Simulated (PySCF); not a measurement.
Geometries of 2 isomers of C5H4O, from PBE0-D3(BJ)/def2-SVP geometry optimisation, gas phase (PySCF 2.14.0). One conformer each, no zero-point energy, no frequencies.

Problem. Which isomer lies lower at this level?
A.
```xyz
10
angstrom
C     -2.421   -0.061    0.008
C     -0.973   -0.147   -0.057
C      0.239   -0.212   -0.109
C      1.654   -0.304   -0.174
C      2.440    0.750    0.012
O      3.137    1.661    0.172
H     -2.837   -0.789    0.723
H     -2.884   -0.249   -0.974
H     -2.735    0.942    0.337
H      2.164   -1.252   -0.380
```
B.
```xyz
10
angstrom
O      2.403    0.260   -0.186
C      1.209    0.131   -0.093
C      0.188    1.227    0.062
C     -1.016    0.640    0.126
C     -0.864   -0.844    0.019
C      0.433   -1.160   -0.110
H      0.440    2.285    0.108
H     -1.980    1.139    0.238
H     -1.705   -1.538    0.045
H      0.895   -2.140   -0.211
```

Solution. B. That is `O=C1C=CC=C1` (cyclopentadienone), 28.0 kcal/mol below the other.

```tsv
SMILES	atoms numbered as above	E (Eh)	relative (kcal/mol)	relative (kJ/mol)	dipole (D)
O=C1C=CC=C1	[O:1]=[C:2]1[CH:3]=[CH:4][CH:5]=[CH:6]1	-267.60660	0.0	0.0	2.97
CC#CC=C=O	[CH3:1][C:2]#[C:3][CH:4]=[C:5]=[O:6]	-267.56200	28.0	117.1	1.19
```

As drawn, the higher has a C≡C bond and cumulated double bonds, which the lower lacks.
